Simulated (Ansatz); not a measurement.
Born–Oppenheimer molecular dynamics of C$_{2}$H$_{3}$ClO (7 atoms, charge 0, multiplicity 1). It goes on from the last frame of an earlier run, with new velocities.

These are results of RKS r2SCAN/STO-3G (Ansatz 0.2.0), not measurements.

| Item | Value |
| --- | --- |
| ensemble | NVE (Milne-controlled integrator) |
| time step | 0.5 fs |
| steps asked | 100 |
| starting velocities drawn for | 1000 K |
| masses | H 3.016 u |
| seed | 529609 |

First frame:

```xyz
7
Properties=species:S:1:pos:R:3
C -0.127 0.411 0.812
C -0.234 -0.143 -0.402
O 0.935 -0.659 -1.161
Cl -1.784 -0.417 -1.341
H -1.039 0.819 1.274
H 0.820 0.249 1.290
H 1.639 -0.353 -0.470
```

(1) What does the run give?

(2) What happens to the structure?

(3) How do temperature and energy run in time?

Answers

(1) The run went to its last step.

```yaml
steps_done: 100
time_covered: 50 fs
mean_temperature_over_the_second_half: 817 K
spread_of_the_potential_energy_over_the_second_half: 10.1 meV per atom
mean_potential_energy_of_the_second_half_above_the_start: 16.9 meV per atom
```

The conserved energy stayed within 0.0059 meV per atom of its start (net change 0.002 meV per atom), so the integration is sound. A run of 0.05 ps of so small a system gives no equilibrium averages. Limits of this set-up: minimal basis.

(2) The same pairs are bonded in the first frame and the last. Pairs count as bonded within 1.25 times the sum of covalent radii (0.12 Å more for H–H). This is one draw of velocities; another would differ in detail.

(3) 
| time (fs) | T (K) | potential energy less start (eV) | conserved less start (meV/atom) |
| --- | --- | --- | --- |
| 0.0 | 1000 | 0.000 | 0.00 |
| 1.5 | 852 | 0.096 | 0.00 |
| 3.0 | 713 | 0.186 | 0.00 |
| 4.5 | 674 | 0.211 | 0.00 |
| 6.0 | 728 | 0.176 | 0.00 |
| 7.5 | 739 | 0.169 | 0.00 |
| 9.0 | 631 | 0.239 | 0.00 |
| 10.5 | 465 | 0.346 | 0.00 |
| 12.0 | 343 | 0.425 | 0.00 |
| 13.5 | 323 | 0.437 | 0.00 |
| 15.0 | 397 | 0.390 | 0.00 |
| 16.5 | 499 | 0.324 | 0.00 |
| 18.0 | 580 | 0.271 | 0.00 |
| 19.5 | 681 | 0.206 | 0.00 |
| 21.0 | 838 | 0.105 | 0.00 |
| 22.5 | 960 | 0.026 | 0.00 |
| 24.0 | 984 | 0.010 | 0.00 |
| 25.5 | 970 | 0.020 | 0.00 |
| 27.0 | 958 | 0.027 | 0.00 |
| 28.5 | 925 | 0.048 | 0.00 |
| 30.0 | 854 | 0.094 | 0.00 |
| 31.5 | 758 | 0.157 | 0.00 |
| 33.0 | 670 | 0.213 | 0.00 |
| 34.5 | 651 | 0.226 | 0.00 |
| 36.0 | 744 | 0.166 | 0.00 |
| 37.5 | 885 | 0.075 | 0.00 |
| 39.0 | 932 | 0.044 | 0.00 |
| 40.5 | 825 | 0.113 | 0.00 |
| 42.0 | 671 | 0.213 | 0.00 |
| 43.5 | 639 | 0.233 | 0.00 |
| 45.0 | 768 | 0.150 | 0.00 |
| 46.5 | 902 | 0.063 | 0.00 |
| 48.0 | 904 | 0.062 | 0.00 |
| 49.5 | 826 | 0.112 | 0.00 |

Time of the run: 3.1 min on 1 thread of Arm Neoverse V1, with other jobs on the host, peak memory 0.1 GiB.
